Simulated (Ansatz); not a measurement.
`COCCCF` + CH₄ → `CCCCOC` + H–F  (formal exchange of groups at a C–F bond)

Program: Ansatz. Geometries: PBE0-D4/def2-TZVP. ΔE: electronic, gas phase. CCSD(T)/CBS adds triple-zeta CCSD(T) − MP2 to the extrapolated MP2 energy (def2 sets, frozen cores). This one scheme is used for every species. Functionals use def2-TZVPP. B3LYP here is the variant with VWN-RPA as its local correlation; programs differ in this. HSE06 is defined as in plane-wave codes. One conformer a species, not always the lowest.

`COCCCF`:

```xyz
15

C    -0.919   -1.576   -1.467
O    -0.826   -0.592   -0.476
C     0.322    0.205   -0.616
C     0.342    1.242    0.482
C     0.414    0.617    1.853
F     0.491    1.609    2.818
H    -0.968   -1.132   -2.471
H    -1.833   -2.142   -1.286
H    -0.062   -2.263   -1.435
H     1.225   -0.425   -0.568
H     0.324    0.698   -1.600
H     1.210    1.893    0.338
H    -0.554    1.866    0.413
H     1.306   -0.012    1.953
H    -0.471    0.013    2.062
```

CH₄:

Cartesian coordinates in Å:
```
C 0.000 0.000 0.000
H -0.067 0.618 0.895
H 0.666 0.475 -0.720
H -0.991 -0.111 -0.440
H 0.392 -0.982 0.265
```

`CCCCOC`:

Z-matrix (Å, degrees):
```
C
C 1 1.519
H 1 1.093 2 111.1
H 1 1.092 2 111.6 3 -120.2
H 1 1.093 2 111.1 3 119.6
C 2 1.520 1 112.7 3 -59.8
H 2 1.096 1 109.5 3 178.2
H 2 1.096 1 109.5 3 62.2
C 6 1.509 2 112.6 1 179.9
H 6 1.095 2 110.0 1 58.5
H 6 1.095 2 110.0 1 -58.6
O 9 1.404 6 109.3 2 179.9
H 9 1.103 6 110.3 2 58.8
H 9 1.103 6 110.3 2 -59.0
C 12 1.398 9 112.5 6 179.9
H 15 1.090 12 107.7 9 180.0
H 15 1.100 12 111.6 9 60.5
H 15 1.100 12 111.6 9 -60.6
```

H–F:

Z-matrix (Å, degrees):
```
F
H 1 0.920
```

```tsv
level	ΔE (kcal/mol)	difference from CCSD(T)/CBS
LDA (SPW92)	-6.3	2.0
PBE-D4	-5.5	2.8
revPBE-D4	-6.5	1.8
BLYP-D4	-3.5	4.8
r2SCAN-D4	-4.5	3.8
B97M-V	-3.9	4.4
B3LYP-D4	-4.2	4.1
r2SCANh-D4	-5.1	3.2
r2SCAN0-D4	-5.8	2.5
HSE06-D4	-6.5	1.8
BHLYP-D4	-4.5	3.8
CAM-B3LYP-D4	-3.9	4.4
ωB97M-V	-5.3	3.0
B2PLYP	-4.9	3.4
PBE-QIDH	-7.7	0.6
PBE	-4.6	3.7
revPBE	-4.0	4.3
r2SCAN	-4.3	4.0
PBE0	-5.8	2.5
B3LYP	-2.9	5.4
r2SCANh	-4.8	3.5
r2SCAN0	-5.5	2.8
HSE06	-5.8	2.5
BHLYP	-3.5	4.8
CAM-B3LYP	-3.1	5.2
LC-ωPBE	-5.5	2.8
RPA@PBE/def2-TZVPP	-6.1	2.2
MP2/def2-SVP	-6.5	1.8
CCSD/def2-SVP	-4.4	3.9
CCSD(T)/def2-SVP	-4.6	3.7
HF/def2-TZVPP	-2.3	6.0
MP2/def2-TZVPP	-9.4	-1.1
SCS-MP2/def2-TZVPP	-7.4	0.9
CCSD/def2-TZVPP	-7.0	1.3
CCSD(T)/def2-TZVPP	-7.3	1.0
HF/def2-QZVPP	-2.5	5.8
MP2/def2-QZVPP	-10.1	-1.8
HF/CBS(def2)	-2.5	5.8
MP2/CBS(def2)	-10.4	-2.1
CCSD/CBS(def2)	-8.0	0.3
CCSD(T)/CBS	-8.3	0
```

Largest T1 diagnostic among the species: 0.010.

The D4 term adds −1.3 kcal/mol with B3LYP and −0.8 kcal/mol with PBE0; it sums over pairs of atoms, weighted by their polarisabilities, and B3LYP, whose exchange is more repulsive, gets the larger term. In def2-TZVPP, CCSD(T) changes the Hartree–Fock value by −5.0 kcal/mol (the triples alone add −0.3 kcal/mol) and MP2 by −7.1 kcal/mol. At CCSD(T), def2-SVP lies +3.7 kcal/mol from the extrapolated value and def2-TZVPP +1.0 kcal/mol.
